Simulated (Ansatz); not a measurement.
CH₃ClMg⁺, that is MgMeCl with one electron fewer. Charge 1, multiplicity 2. Geometry r2SCAN-D4/def2-TZVP, that of the neutral singlet.

```xyz
6

Mg   -1.064   -0.574    0.134
C     0.739    0.416   -0.086
H     0.768    1.352    0.479
H     0.937    0.665   -1.133
H     1.577   -0.196    0.262
Cl   -2.958   -1.662    0.343
```

At PBE-D4/def2-TZVP the gap within one spin of the charge 1 doublet nearly closes, so an electron or hole may be smeared out by delocalisation error.

(1) Estimate the α-spin orbital energies around the gap (eV) in Ansatz with PBE-D4/def2-TZVP, r2SCAN-D4/def2-TZVP, PBE0-D4/def2-TZVP.

Answers

(1) 
| orbital | PBE-D4/def2-TZVP | r2SCAN-D4/def2-TZVP | PBE0-D4/def2-TZVP |
| --- | --- | --- | --- |
| HOMO−5 | -16.02 | -16.91 | -18.49 |
| HOMO−4 | -16.01 | -16.90 | -18.49 |
| HOMO−3 | -14.62 | -15.48 | -16.98 |
| HOMO−2 | -13.89 | -14.02 | -14.86 |
| HOMO−1 | -13.10 | -12.83 | -13.46 |
| HOMO | -12.84 | -12.70 | -13.46 |
| LUMO | -7.35 | -6.87 | -6.69 |
| LUMO+1 | -5.97 | -5.50 | -5.33 |
| LUMO+2 | -5.93 | -5.48 | -5.33 |
| LUMO+3 | -3.95 | -3.28 | -3.51 |
| LUMO+4 | -3.09 | -2.59 | -2.69 |
| LUMO+5 | -3.09 | -2.58 | -2.69 |
| β HOMO | -12.72 | -12.56 | -13.39 |
| β LUMO | -12.70 | -12.48 | -12.01 |
